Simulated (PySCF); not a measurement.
**BHCl2 (SMILES [H]B(Cl)Cl): levels of theory compared**

We compute a comparison of 6 runs (M06-2X/STO-3G, SVWN5/STO-3G, r2SCAN/STO-3G, MP2/STO-3G, CCSD(T)/STO-3G, FCI/STO-3G) of BHCl2. 

Program for the calculation: PySCF 2.14.0.

2 further runs of the same task are left out: 2 set aside as unsound or not needed.

## 1. The system as given

BHCl2: 4 atoms, total charge 0, spin state singlet. As SMILES, `[H]B(Cl)Cl`. The shape is that of a GFN2-xTB optimisation.

Bond lengths: B1–Cl2 1.701 Å, B1–Cl3 1.702 Å, B1–H4 1.173 Å. Angles: Cl2–B1–Cl3 120.2°, Cl2–B1–H4 119.9°, Cl3–B1–H4 119.9°.

## 2. The energy at M06-2X/STO-3G (run 1)

The input, calc.py:

```python
from pyscf import gto, dft

system = gto.M(
    atom='B -0.067270 -0.112350 0.001160; Cl 1.633390 -0.145760 0.012580; Cl -0.893540 1.375320 -0.017490; H -0.672580 -1.117210 0.003750',
    verbose=4,
    spin=0,
    basis='sto-3g',
    max_memory=1860,
)

mf = dft.RKS(system)
mf.xc = 'm06-2x'
mf.grids.level = 5
mf.conv_tol = 1e-10
mf.kernel()
if not mf.converged:
    mf = mf.newton().run(mf.mo_coeff, mf.mo_occ)

e_tot = mf.e_tot
print('E = %.10f Eh' % e_tot)
```

On the command line:

```sh
$ OMP_NUM_THREADS=1 python calc.py
```

Standard output:

```text
PySCF version 2.14.0

[... 67 lines left out ...]
converged SCF energy = -935.622003036413
E = -935.6220030364 Eh
```

It took 3.9 s on 1 thread of Arm Neoverse V1, shared host; peak memory 0.22 GiB.

## 3. The energy at SVWN5/STO-3G (run 2)

The input, run.py:

```python
from pyscf import gto, dft

system = gto.Mole()
system.atom = '''
B   -0.067270  -0.112350   0.001160
Cl   1.633390  -0.145760   0.012580
Cl  -0.893540   1.375320  -0.017490
H   -0.672580  -1.117210   0.003750
'''
system.max_memory = 1860
system.basis = 'sto-3g'
system.verbose = 3
system.build()

myscf = dft.RKS(system, xc='svwn')
myscf.conv_tol = 1e-10
myscf.grids.level = 5
myscf.kernel()
if not myscf.converged:
    myscf = myscf.newton().run(myscf.mo_coeff, myscf.mo_occ)

energy = myscf.e_tot
print('Final energy', energy)
```

On the command line:

```sh
$ OMP_NUM_THREADS=1 python run.py
```

Standard output:

```text
converged SCF energy = -932.241421772882
Final energy -932.2414217728818
```

It took 1.9 s on 1 thread of Arm Neoverse V1, shared host; peak memory 0.15 GiB.

Runs 3 to 4 aren't shown in full; the table further down has their settings and results.

## 4. The energy at CCSD(T)/STO-3G (run 5)

The input, input.py:

```python
# BCl2H
from pyscf import gto, scf, cc

system = gto.M(
    atom='''
B     -0.127122    -0.212311     0.002192
Cl     3.086660    -0.275446     0.023773
Cl    -1.688546     2.598978    -0.033051
H     -1.270992    -2.111221     0.007086
''',
    unit='bohr',
    basis='sto-3g',
    max_memory=1860,
    verbose=4,
)

mf = scf.RHF(system)
mf.conv_tol = 1e-10
mf.kernel()
if not mf.converged:
    mf = mf.newton().run(mf.mo_coeff, mf.mo_occ)

mycc = cc.CCSD(mf, frozen=11)
mycc.kernel()
e_t = mycc.ccsd_t()
etot = mycc.e_tot + e_t
print(f'total energy: {etot:.8f} hartree')
```

On the command line:

```sh
$ OMP_NUM_THREADS=1 python input.py
```

Standard output:

```text
PySCF version 2.14.0

[... 54 lines left out ...]
converged SCF energy = -934.177968694704
[... 12 lines left out ...]
Init t2, MP2 energy = -934.230653852928  E_corr(MP2) -0.0526851582235265
[... 9 lines left out ...]
CCSD converged
[... 2 lines left out ...]
total energy: -934.24567171 hartree
```

Wall time 0.76 s (1 thread of Arm Neoverse V1, shared host); peak memory 0.1 GiB.

## 5. A single-point energy at FCI/STO-3G (run 6)

The input, job.py:

```python
# BCl2H
from pyscf import gto, mcscf
from pyscf import fci

mol = gto.Mole()
mol.atom = [
    ('B', (-0.067270, -0.112350, 0.001160)),
    ('Cl', (1.633390, -0.145760, 0.012580)),
    ('Cl', (-0.893540, 1.375320, -0.017490)),
    ('H', (-0.672580, -1.117210, 0.003750)),
]
mol.max_memory = 1860
mol.basis = 'sto-3g'
mol.verbose = 4
mol.build()

hf = mol.RHF()
hf.conv_tol = 1e-10
hf.kernel()
if not hf.converged:
    hf = hf.newton().run(hf.mo_coeff, hf.mo_occ)

cas = mcscf.CASCI(hf, hf.mo_coeff.shape[-1] - 11, (mol.nelec[0] - 11, mol.nelec[1] - 11))  # full CI above the frozen core
cas.fcisolver = fci.direct_spin0.FCI(mol)  # even spin states alone
cas.kernel()
print('<S^2> = %.4f' % cas.fcisolver.spin_square(cas.ci, cas.ncas, cas.nelecas)[0])
etot = cas.e_tot
print('E(%s) = %.9f' % ('FCI', etot))
```

On the command line:

```sh
$ OMP_NUM_THREADS=1 python job.py
```

Standard output:

```text
PySCF version 2.14.0

[... 54 lines left out ...]
converged SCF energy = -934.177968673401
[... 1 line left out ...]
******** <class 'pyscf.mcscf.casci.CASCI'> ********
CAS (9e+9e, 13o), ncore = 11, nvir = 0
natorb = False
canonicalization = True
sorting_mo_energy = False
******** <class 'pyscf.fci.direct_spin0.FCISolver'> ********
max. cycles = 100
conv_tol = 1e-10
davidson only = False
linear dependence = 1e-14
level shift = 0.001
max iter space = 12
nroots = 1
pspace_size = 400
spin = None
Density matrix diagonal elements [1.99611331 1.997595   1.98294519 1.98549346 1.98344654 1.97929331
 1.99213331 1.99642525 1.99170572 0.03145186 0.02457359 0.0194549
 0.01936855]
CASCI converged
CASCI E = -934.245999659475  E(CI) = -58.5694588678188  S^2 = 0.0000000
<S^2> = 0.0000
E(FCI) = -934.245999659
```

Wall time 8.1 s (1 thread of Arm Neoverse V1, shared host); peak memory 0.23 GiB.

## 6. The series

```csv
run,level,integration grid,frozen core orbitals,energy (Eh),dipole moment (D) of the reference,HOMO energy (eV),LUMO energy (eV),wall time
1,M06-2X/STO-3G,5,–,-935.622003,0.87,-9.21,1.40,3.9 s
2,SVWN5/STO-3G,5,–,-932.241422,0.62,-6.30,-0.74,1.9 s
3,r2SCAN/STO-3G,5,–,-935.553236,0.71,-6.75,-0.30,4.2 s
4,MP2/STO-3G,–,11,-934.230654,1.20,-11.34,5.07,0.82 s
5,CCSD(T)/STO-3G,–,11,-934.245672,1.20,-11.34,5.07,0.76 s
6,FCI/STO-3G,–,11,-934.246000,1.20,-11.34,5.07,8.1 s
```

## 7. What came out

| quantity | value |
| --- | --- |
| run 6: total energy | -934.24600 Eh |
| run 6: dipole moment (Hartree–Fock density) | 1.20 D |
| run 6: HOMO energy (Hartree–Fock orbitals) | -11.34 eV |
| run 6: LUMO energy (Hartree–Fock orbitals) | 5.07 eV |
| run 6: HOMO–LUMO gap (Hartree–Fock orbitals) | 16.41 eV |
| run 6: correlation energy (11 core orbitals frozen) | -68.0 mEh |

**Reading.** Against full CI in this basis: MP2 +15.3 mEh; CCSD(T) +0.3 mEh. Over runs 1, 2, 3 the dipole moment (its size) runs from 0.62 D (SVWN5/STO-3G) to 0.87 D (M06-2X/STO-3G). Over runs 1, 2, 3 the HOMO–LUMO gap runs from 5.55 eV (SVWN5/STO-3G) to 10.61 eV (M06-2X/STO-3G). Totals of different functionals can't be ranked against each other. In runs 1, 2, 3, 4, 5, 6 the basis is minimal, so the values are rough. All runs together took 20 s, the longest 8.1 s.
